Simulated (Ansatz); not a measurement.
Rock-salt TiC was calculated with PBE (Ansatz, an electronic-structure program, PAW).

Numerical settings: plane-wave cutoff 500 eV, 16×16×16 k mesh, Fermi–Dirac smearing 0.05 eV, no spin polarisation, scalar-relativistic PAW data made under PBE.

Computed at the level's own relaxed cell.

Estimate the volume per atom and equilibrium lattice constant a that the calculation returns.


* **volume per atom**: 10.17 Å³/atom
* **equilibrium lattice constant a**: 4.333 Å

Measured, for comparison: equilibrium volume per atom 10.15 Å³/atom, lattice constant a 4.33 Å (temperature not stated, not corrected to a static lattice; as tabulated in Zhang et al. (2018), doi:10.1088/1367-2630/aac7f0). Computed (rounded) less measured: equilibrium volume per atom +0.2 %, lattice constant a +0.1 %.
